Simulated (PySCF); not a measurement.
Spin-rotation constants: `N(/[H])=C/C1COC1`, C₄H₇NO

Geometry:
```tsv
atom	x (Å)	y (Å)	z (Å)
N1	2.266	0.078	-1.096
C2	1.035	0.225	-0.924
C3	0.218	-0.158	0.267
C4	-0.745	0.922	0.792
O5	-1.886	0.116	0.503
C6	-1.080	-0.931	-0.035
H7	2.765	-0.359	-0.320
H8	0.483	0.688	-1.739
H9	0.841	-0.616	1.038
H10	-0.749	1.855	0.221
H11	-0.662	1.146	1.859
H12	-1.282	-1.097	-1.098
H13	-1.207	-1.868	0.514
```

Computed with PySCF, GIAO KT3/pcSseg-1 magnetisability, rotational g tensor and spin-rotation constants, non-relativistic, gas phase. Geometry: GFN2-xTB.

Give the nuclear spin-rotation constants along the inertial axes (H = +C I·J) beside the isotropic shieldings.

Rotational constants 10.0778, 2.3023, 2.0863 GHz. A star marks the isotopologue with that one atom substituted, in its own axes.
```tsv
atom	isotope	Caa (kHz)	Cbb (kHz)	Ccc (kHz)	mean (kHz)	σ (ppm)
N1	14N	2.015	0.114	0.569	0.899	-68.5
H7	1H	-0.781	-0.304	0.324	-0.254	21.7
H8	1H	-0.829	-0.227	0.222	-0.278	23.7
H9	1H	-1.069	-0.274	0.122	-0.407	28.6
H10	1H	-0.946	-0.106	0.021	-0.344	26.9
H11	1H	-0.823	-0.088	-0.016	-0.309	26.7
H12	1H	-0.945	-0.106	0.021	-0.343	26.9
H13	1H	-0.824	-0.088	-0.016	-0.309	26.7
C2	13C*	3.682	0.501	1.069	1.751	21.8
C3	13C*	2.005	0.449	0.402	0.952	134.2
C4	13C*	1.874	0.590	0.516	0.993	109.8
O5	17O*	-0.676	-0.099	-0.227	-0.334	308.4
```
For the geometry as given, no vibrational averaging.

How do the rotational constants and the g tensor change when H7, H8, H9, H10, H11, H12, H13 are replaced by deuterium?

Constants 7.2695, 2.0960, 1.8960 GHz; g -0.0500, -0.0212, -0.0403, against -0.0692, -0.0232, -0.0443 before.
